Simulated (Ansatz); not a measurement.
`O=C1C=CCO1`, relaxed with RKS PBE0-D4/def2-TZVP in Ansatz 0.2.0 from a PBE-D4/def2-SVP geometry. The force threshold is 0.005 eV/Å; the program also tests the step.

Total charge 0; spin multiplicity 1.

Start:

```xyz
10

O    -0.257    2.335   -1.111
C    -0.154    1.255   -0.581
C     0.786    0.131   -0.851
C     0.515   -0.875    0.004
C    -0.626   -0.457    0.884
O    -0.978    0.855    0.465
H     1.551    0.181   -1.635
H     1.016   -1.850    0.079
H    -1.507   -1.131    0.784
H    -0.346   -0.443    1.963
```

How much energy does the relaxation release, and in how many steps? (Estimate.)

Ansatz gave: 6.27 kJ/mol, in 6 steps.

Which bonds change most? (An estimate is asked.)

The calculation gave: C2–O6 from 1.391 to 1.366 Å; C3–C4 from 1.347 to 1.327 Å; C5–H9 from 1.114 to 1.096 Å; C5–H10 from 1.114 to 1.096 Å.

Give the relaxed structure. (Best estimate.)

Ansatz gave: 
```xyz
10

O    -0.253    2.303   -1.097
C    -0.155    1.237   -0.570
C     0.779    0.126   -0.841
C     0.511   -0.864    0.001
C    -0.620   -0.457    0.878
O    -0.967    0.848    0.458
H     1.531    0.178   -1.613
H     1.005   -1.824    0.075
H    -1.490   -1.114    0.772
H    -0.341   -0.433    1.938
```
